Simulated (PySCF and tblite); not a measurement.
The numbers below are computed, except where a source is named.
# C₄H₆, numbered as in [CH2:1]=[CH:2][CH:3]=[CH2:4]: conformational analysis

Geometries PBE0-D3(BJ)/def2-SVP; weights from PBE0-D3(BJ)/def2-TZVP energies and GFN2-xTB thermal corrections, with symmetry numbers and mirror pairs. Conformers within 4 kcal/mol (GFN2-xTB free energy) were kept, 5 at most. GIAO shieldings: PBE0/pcSseg-1. Shifts are against TMS (¹H), TMS (¹³C) at the same level; of two unlike H on one atom, a is the less shielded. (PySCF 2.14, tblite 0.8.)

Torsions listed: C1–C2–C3–C4. Of a mirror pair one member is shown.

```
conformer  shape   symmetry  E(GFN2) kcal/mol  E(DFT) kcal/mol  G(298.15 K) kcal/mol  weight %  dipole D
        1   180°        C2h              0.00             0.00                  0.00      99.2      0.00
        2    27°  C2 (pair)              2.34             3.49                  2.86       0.8      0.10
```

Weights (%) against temperature:

| T (K) | 1 | 2 | S(mix) cal/mol/K |
| --- | --- | --- | --- |
| 200 | 100.0 | 0.0 | 0.01 |
| 250 | 99.7 | 0.3 | 0.04 |
| 298.15 | 99.2 | 0.8 | 0.10 |
| 350 | 98.2 | 1.8 | 0.21 |
| 400 | 96.7 | 3.3 | 0.34 |

Averaged shifts at 298.15 K. ¹H: 6.44 (H2/H3, 2H), 5.47 (H1a/H4a, 2H), 5.41 (H1b/H4b, 2H) ppm. ¹³C: 146.3 (C2/C3), 126.0 (C1/C4) ppm.

Coordinates of conformer 1 (Å):

```xyz
10

C     1.751   -0.231   -0.604
C     0.652   -0.307    0.159
C    -0.529    0.522   -0.020
C    -1.625    0.451    0.748
H     2.616   -0.875   -0.429
H     1.819    0.483   -1.431
H     0.617   -1.034    0.980
H    -0.496    1.247   -0.842
H    -2.488    1.098    0.576
H    -1.692   -0.261    1.577
```

Coordinates of conformer 2 (Å):

```xyz
10

C    -1.298    0.927    0.143
C    -0.797   -0.276    0.452
C     0.465   -0.838   -0.042
C     1.535   -0.138   -0.441
H    -2.241    1.274    0.572
H    -0.788    1.600   -0.555
H    -1.376   -0.926    1.119
H     0.522   -1.933   -0.059
H     2.432   -0.640   -0.812
H     1.555    0.956   -0.401
```

Shifts are unscaled: against experiment ¹³C can be off by 15 ppm or more and ¹H by 0.8 ppm.

Search and properties took 17 s on 1 thread of Arm Neoverse V2 (shared host) (rough), launched as `OMP_NUM_THREADS=1 python ens_run.py task.json out`.
